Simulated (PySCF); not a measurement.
BN⁺ at UHF

Level: UHF. B cc-pVTZ, N cc-pVTZ; no relativity (PySCF 2.14).

- state: ⁴Σ⁻ (quartet), unpaired electrons σ ↑, π ↑↑
- bond length: 1.413 Å
- harmonic wavenumber: 1222 cm⁻¹
- force constant: 5.43 mdyn/Å
- rotational constant Be: 1.369 cm⁻¹
- anharmonicity ωexe: 30.2 cm⁻¹
- vibration–rotation constant αe: 0.0262 cm⁻¹
- well depth De to B⁺ + N: 19.3 kcal/mol
- dissociation energy D0: 17.6 kcal/mol
- bond order (Mayer): 1.57
- dipole moment (positive dipole points towards N; it is taken about the centre of mass and depends on that origin): -3.44 D

For an ion De counts to the pair picked by the measured ionisation energies or electron affinities, which need not be the lowest pair at this level. Hartree–Fock leaves out correlation, which carries a large part of most bond energies and some tenths to 1 eV of ionisation energies. The state is the lowest determinant that a PBE0 search found; another state may lie lower at other levels.
